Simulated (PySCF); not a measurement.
Molecule: `C1C(C(=O)Cl)C1`, C$_{4}$H$_{5}$ClO.

Atom-mapped SMILES (the numbers label the heavy atoms): `[O:1]=[C:2]([Cl:3])[CH:4]1[CH2:5][CH2:6]1`; H(Xn) means a hydrogen on atom n. Ha(C5), Ha(C6) are cis to C2 on the ring; Hb(C5), Hb(C6) are trans to C2 on the ring.

Geometry PBE0-D3(BJ)/def2-SVP throughout; GIAO in PySCF 2.14, gas phase, one conformer, non-relativistic; equivalent atoms averaged; basis pcSseg-2.

(1) How do the absolute shieldings σ depend on the functional? (ppm; last column core-seconds on 1 thread of an Arm Neoverse V1, shared host)

(2) Which nucleus moves most, in ppm?

Results:

(1) 
```csv
functional,kind,O1,C2,C4,C5/C6,Cl3,H(C4),Ha(C5)/Ha(C6),Hb(C5)/Hb(C6),core-s
HF,Hartree–Fock,-242.0,5.8,172.8,184.7,646.4,30.03,30.31,30.77,21
LDA,LDA,-240.1,-13.9,150.9,163.9,509.5,28.83,29.25,29.64,44
PBE,GGA,-227.8,-9.0,151.7,163.9,534.7,29.31,29.67,30.09,53
BLYP,GGA,-230.6,-15.4,147.3,159.7,516.3,29.55,29.86,30.28,52
BP86,GGA,-225.9,-9.1,151.2,163.5,531.7,29.38,29.72,30.14,52
OPBE,GGA,-206.4,3.7,157.6,169.0,567.4,29.29,29.65,30.11,54
```

(2) Cl3 (chlorine bonded to C): from 509.5 ppm with LDA to 646.4 ppm with HF. The smallest spread is 1.06 ppm, at Ha(C5)/Ha(C6). Proton shifts span only some 12 ppm, so a few tenths of a ppm matter as much there as several ppm in carbon.
